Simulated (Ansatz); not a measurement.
Input and output for C2H6S2 (`SCCS`).

```yaml
crystal:
  periodic: [false, false, false]
  atoms:
    - {symbol: S, position_ang: [-1.349721, 0.433421, -1.286697]}
    - {symbol: C, position_ang: [-0.261737, 0.622892, 0.158511]}
    - {symbol: C, position_ang: [0.312820, -0.714183, 0.575554]}
    - {symbol: S, position_ang: [1.202937, -1.587936, -0.735540]}
    - {symbol: H, position_ang: [-2.145686, 1.472753, -0.989295]}
    - {symbol: H, position_ang: [-0.843380, 1.036121, 0.985033]}
    - {symbol: H, position_ang: [0.542935, 1.323622, -0.076635]}
    - {symbol: H, position_ang: [-0.490591, -1.396765, 0.861096]}
    - {symbol: H, position_ang: [0.967027, -0.587322, 1.440908]}
    - {symbol: H, position_ang: [2.148595, -0.653702, -0.930035]}
basis:
  gaussian: {orbitals: pcseg-2}
hamiltonian: {xc: {name: B2PLYP}}
```

```sh
$ ansatz run in.yaml --threads 4 --pin off --events-out ev --progress --plain --max-ram 10444MiB
```

It prints (some lines left out):

```
Functional definition: B2PLYP
1263 factors; integrals over basis functions are off by at most 1.1e-3 eV
mean field evaluation 1: about -23825.0688 eV, gradient 3.9e1 eV
mean field evaluation 2: about -23825.2885 eV, gradient 3.9e1 eV
mean field evaluation 4: about -23828.9086 eV, gradient 4.1e0 eV
mean field evaluation 8: about -23828.9491 eV, gradient 1.3e-1 eV
mean field evaluation 16: about -23828.9492 eV, gradient 8.8e-5 eV
mean field -23828.94915862 eV, -875.6977297376 hartree, gradient 3.2e-6 eV, S^2 0.000000; 0 other end points of the search recorded, 0 dependent functions left out
12 core orbitals not correlated: weight in the atoms' cores, before any rotation towards them, 1.000 or more for the frozen orbitals, at most 0.000 for the correlated occupied ones
reference -23828.94933485 eV, -875.6977362136 hartree; 13, 13 occupied and 187, 187 virtual orbitals, 1263 factors
second order -22.91689034 eV of doubles, -0.00000000 eV of singles
Total energy: -23835.13689524 eV, -875.9251248640 hartree
```

Run time 4.3 s (4 threads of an Arm Neoverse V1 on a shared host); peak host memory 0.48 GiB.
